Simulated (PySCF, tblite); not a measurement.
Bond stretch in BeH, doublet.

Methods: GFN2-xTB, 300 K electronic temperature (tblite); UCCSD(T) = CCSD(T) on UHF/6-31G run with PySCF.

Energies relative to the lowest point of each curve near equilibrium, in eV; the last columns give the difference from UCCSD(T):

```csv
R / Å,GFN2-xTB,UCCSD(T),GFN2-xTB − UCCSD(T)
1.10,0.412,0.765,-0.353
1.14,0.248,0.526,-0.278
1.21,0.075,0.235,-0.160
1.28,0.006,0.072,-0.066
1.32,0.000,0.024,-0.024
1.36,0.012,0.002,0.010
1.39,0.031,0.000,0.031
1.45,0.089,0.028,0.061
1.48,0.126,0.055,0.071
1.57,0.261,0.174,0.087
1.69,0.465,0.389,0.076
1.84,0.757,0.692,0.064
2.04,1.176,1.065,0.111
2.23,1.575,1.325,0.249
2.46,2.039,1.495,0.544
2.72,2.509,1.557,0.953
2.96,2.860,1.564,1.296
3.34,3.207,1.555,1.652
3.68,3.356,1.549,1.807
4.11,3.444,1.546,1.898
4.75,3.491,1.546,1.945
5.45,3.506,1.547,1.959
```

GFN2-xTB is furthest from UCCSD(T) at 5.45 (1.959 eV, above); its mean absolute difference over the points is 0.622 eV.

The unrestricted determinant behind UCCSD(T) is spin-contaminated at 2.04 to 5.45 Å (<S²> up to 1.0, against 0.75 for a pure doublet).
